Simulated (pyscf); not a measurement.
Structures and frequencies: ωB97X-D3(BJ)/def2-SVP in PySCF. Correlated levels are frozen-core, on RHF or UHF. ΔMP2 is the change of the MP2 total energy from the triple- to the quadruple-zeta basis.

Task: O=SiH₂ (SMILES O=[SiH2]) -> HO–SiH: (SMILES O[SiH]) [singlet]
Surface: singlet. Broken: H–Si. Formed: H–O. Give ΔE‡ and ΔE from CCSD(T)/def2-TZVPP + ΔMP2(QZVPP), relative to the reactant's lowest minimum found.

Result: ΔE‡ = 58.7 kcal/mol, ΔE = -1.1 kcal/mol. Zero-point energy shifts the barrier by -2.7 kcal/mol. It is a hydrogen shift, with an imaginary mode of 1693i cm⁻¹. This is the saddle that the search found; another between the same sides may lie lower. The CCSD(T) − MP2 part came from Ansatz, without density fitting, on the same reference.
